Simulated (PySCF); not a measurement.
Species: H₆NPSi.
Bonds: N1–Si2, Si2–P3. Hydrogens: H4, H5 on N1; H6, H7 on Si2; H8, H9 on P3.

Torsions of this conformer, `[NH2:1][SiH2:2][PH2:3]`: H–N1–Si2–P3 53°, H–N1–Si2–P3 -166°, H–P3–Si2–N1 178°, H–P3–Si2–N1 83°.

The closed-shell ground state was solved at several levels (PySCF, density fitting, gas phase, non-relativistic). Geometry: PBE0-D3(BJ)/def2-SVP, one conformer, isolated molecule.

```json
{"level": "BLYP/pcSseg-2", "basis functions": "206", "total energy (Eh)": "-689.2625", "HOMO (eV)": "-5.91", "LUMO (eV)": "-0.76", "gap (eV)": "5.15", "dipole (D)": "1.27"}
{"level": "HF/pcSseg-2", "basis functions": "206", "total energy (Eh)": "-687.6941", "HOMO (eV)": "-9.85", "LUMO (eV)": "2.48", "gap (eV)": "12.33", "dipole (D)": "1.41"}
{"level": "wB97X-D/pcSseg-2", "basis functions": "206", "total energy (Eh)": "-689.2684", "HOMO (eV)": "-9.10", "LUMO (eV)": "1.66", "gap (eV)": "10.76", "dipole (D)": "1.35"}
{"level": "B3LYP/6-31G*", "basis functions": "62", "total energy (Eh)": "-689.2189", "HOMO (eV)": "-6.76", "LUMO (eV)": "0.42", "gap (eV)": "7.18", "dipole (D)": "1.51"}
{"level": "KT3/pcSseg-2", "basis functions": "206", "total energy (Eh)": "-694.9980", "HOMO (eV)": "-6.12", "LUMO (eV)": "-0.90", "gap (eV)": "5.22", "dipole (D)": "1.22"}
{"level": "CAM-B3LYP/def2-SVPD", "basis functions": "116", "total energy (Eh)": "-688.9797", "HOMO (eV)": "-8.53", "LUMO (eV)": "0.83", "gap (eV)": "9.36", "dipole (D)": "1.27"}
{"level": "B97-2/pcSseg-2", "basis functions": "206", "total energy (Eh)": "-689.3039", "HOMO (eV)": "-7.03", "LUMO (eV)": "-0.02", "gap (eV)": "7.01", "dipole (D)": "1.29"}
{"level": "PBE0/6-311+G(2d,p)", "basis functions": "133", "total energy (Eh)": "-688.9493", "HOMO (eV)": "-7.27", "LUMO (eV)": "-0.23", "gap (eV)": "7.04", "dipole (D)": "1.27"}
```

**Question.** Estimate the row for B3LYP/cc-pVTZ, a basis of 182 functions; the other rows only guide the guess.

**Answer.** Total energy -689.3250 Eh, HOMO -6.97 eV, LUMO 0.05 eV, gap 7.02 eV, dipole 1.34 D.

**Question.** Over all these levels, which gives the widest orbital gap and which the narrowest?

**Answer.** HF/pcSseg-2 (Hartree–Fock, all exact exchange) has the widest, 12.33 eV, and BLYP/pcSseg-2 (GGA) the narrowest, 5.15 eV. The two share the basis. From the narrowest to the widest the HOMO moves by -3.94 eV and the LUMO by +3.24 eV.

**Question.** In the pcSseg-2 basis, how does the gap go with the fixed share of exact exchange?

**Answer.** BLYP (0 %) 5.15 eV; KT3 (0 %) 5.22 eV; B97-2 (21 %) 7.01 eV; HF (100 %) 12.33 eV. Each rise in the share widens the gap here.

**Question.** How far do the dipole and the HOMO energy spread over the levels?

**Answer.** The dipole runs from 1.22 to 1.51 D (mean 1.33 D) and the HOMO from -9.85 to -5.91 eV.

wB97X-D is run here without its empirical dispersion term; that term would change no orbital, density or response property at a fixed geometry.
